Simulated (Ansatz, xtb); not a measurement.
Barrier height from FH + F to the transition structure F2H, without zero-point energy, on the benchmark's geometries as Psi4's copy of the set gives them.
Transition structure (charge 0, multiplicity 2):
```csv
atom,x (Å),y (Å),z (Å)
H,0.0000,0.0000,-2.2313
F,0.0000,0.0000,-0.6162
F,0.0000,0.0000,0.8641
```
Reactant (charge 0, multiplicity 1):
```xyz
2

F      0.0000     0.0000     0.0000
H      0.9154     0.0000     0.0000
```

Open shells are unrestricted; no spin–orbit coupling.

Frozen-core correlation. CBS: X⁻³ extrapolation of the correlation energy, Hartree–Fock from the larger set.

The values were computed with Ansatz (a quantum-chemistry and plane-wave program); xtb for the GFN methods. Each number belongs to the level named beside it. The GFN methods have no spin term and hold the electronic entropy of 300 K.

Problem. What is the computed barrier height (MP2/CBS(aug-cc-pVTZ, aug-cc-pVQZ) + ΔCCSD(T)/aug-cc-pVTZ)?

Solution. 444 kJ/mol

Problem. Predict the barrier height from GFN2-xTB.

Solution. 310 kJ/mol

Problem. What is the computed barrier height (revPBE/def2-TZVPPD)?

Solution. 355 kJ/mol

Doubts at one or more of the structures used: a spin-contaminated determinant (MP2/CBS(aug-cc-pVTZ, aug-cc-pVQZ) + ΔCCSD(T)/aug-cc-pVTZ); T1 above 0.05 (MP2/CBS(aug-cc-pVTZ, aug-cc-pVQZ) + ΔCCSD(T)/aug-cc-pVTZ).
